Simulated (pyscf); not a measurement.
Single points on ωB97X-D3(BJ)/def2-SVP structures (PySCF, gas phase).

Question: For `[O]=[Mo](=[O])([Cl])[Cl]` + `[H][H]` → `[O]=[MoH](=[O])[Cl]` + `[ClH]`, a four-centre exchange (singlet surface; Cl–Mo, H–H broken, H–Mo, Cl–H formed), PBE/def2-TZVP gives ΔE‡ = 134.9 kJ/mol and ΔE = +120.8 kJ/mol (zero: the separated reactants). In which direction and how far do B3LYP-D3(BJ)/def2-TZVP, M06-2X/def2-TZVP, ωB97M-D3(BJ)/def2-TZVP move these?

Answer: B3LYP-D3(BJ): ΔE‡ = 149.5 kJ/mol, ΔE = +120.3 kJ/mol; M06-2X: ΔE‡ = 158.7 kJ/mol, ΔE = +114.8 kJ/mol; ωB97M-D3(BJ): ΔE‡ = 148.7 kJ/mol, ΔE = +103.8 kJ/mol. PBE's barrier lies under all of them, by 13.8 to 23.8 kJ/mol. Its reaction energy matches one of them and lies within 17.0 kJ/mol of the others. Low barriers are usual for a GGA, whose delocalisation error favours stretched bonds. On the product side the descent ends in a complex (not fully relaxed), 22.0 kJ/mol under the separated species and 47.9 kJ/mol under the saddle at ωB97X-D3(BJ)/def2-TZVP. One saddle was located; it need not be the lowest between these sides. Elements past Kr carry the def2 core potentials, without spin-orbit coupling.
